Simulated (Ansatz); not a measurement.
# An input for singlet [AlF2]+

The species is [AlF2]+ (3 atoms), meant as a singlet with charge +1. As SMILES of the parent species, `[F][Al][F]`. The coordinates come from a PBE0-D4/def2-TZVP relaxation. That shape belongs to the parent species and isn't relaxed for this state.

```xyz
3

F     0.5330   -1.3612    0.1364
Al    0.3887    0.2754    0.2452
F    -0.9325    1.0210   -0.3948
```

Settings wanted:

```
basis set            : STO-3G
core potential       : none
task                 : energy
method               : MP2
dispersion           : none
reference            : RHF
accuracy             : high
frozen core orbitals : 7
```

**Question.** Write the Ansatz 0.2.0 input and the command.

**Answer.** One that was run (others would do as well):

run.yaml:
```yaml
basis:
  gaussian:
    orbitals: STO-3G
crystal:
  periodic: [false, false, false]
  atoms:
    - {symbol: F, position_ang: [0.533000, -1.361200, 0.136400]}
    - {symbol: Al, position_ang: [0.388700, 0.275400, 0.245200]}
    - {symbol: F, position_ang: [-0.932500, 1.021000, -0.394800]}
total_charge: 1
correlation:
  method: mp2
  frozen_orbitals: {Al: 5, F: 1}
accuracy: high
```

```bash
$ ansatz run run.yaml --threads 1 --pin off --max-ram 2610MiB --events-out events.jsonl --progress --plain --runs-dir runs
```

Calculated total energy: -435.01082 Eh.
